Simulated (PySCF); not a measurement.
# C4H5N (Cyclopropylisocyanide): the cost of one run

The runs use PySCF 2.14.0, with density-fitted response routines of our own; the level of theory stands in each step. All values are computed, except where a source is named. Atoms count from 0, in the outputs and in this text.

## (1) Starting geometry

10 atoms, charge 0, multiplicity 1; geometry from: GFN2-xTB. The atoms were then displaced at random by about 0.01 Å, so the start is not that level's minimum.

Bonds of the start (Å): C0–N1 1.19, N1–C2 1.39, C2–C3 1.48, C3–C4 1.52, C4–C2 1.49, C2–H5 1.09, C3–H6 1.06, C3–H7 1.09, C4–H8 1.05, C4–H9 1.09.

## (2) Optimising the geometry at PBE0-D3(BJ)/def2-SVP

Job settings and geometry (Å):

```
{"job": {"xc": "PBE0", "basis": "def2-SVP", "d3": "d3bj", "grid": 1, "shake": 0.01, "kind": "geom"}, "charge": 0, "multiplicity": 1}
C      2.653320    -0.836260    -0.174260
N      1.553530    -0.529940     0.168300
C      0.264880    -0.187480     0.559170
C     -0.379260     0.951480    -0.135950
C     -0.863570    -0.465200    -0.378790
H      0.129690    -0.310290     1.631360
H      0.133950     1.448880    -0.923060
H     -1.016370     1.606230     0.459260
H     -0.629890    -0.907480    -1.300090
H     -1.795850    -0.790860     0.073000
```

Run with:

```
$ OMP_NUM_THREADS=1 python probes_run.py task.json out
```

The driver reads the jobs from task.json and runs them one after another.

**Question.** How long does this first job take on 1 thread of INTEL XEON PLATINUM 8581C at 2.30GHz, shared host, and how much memory does it need?

About 15 s, with a peak of 0.4 GiB.
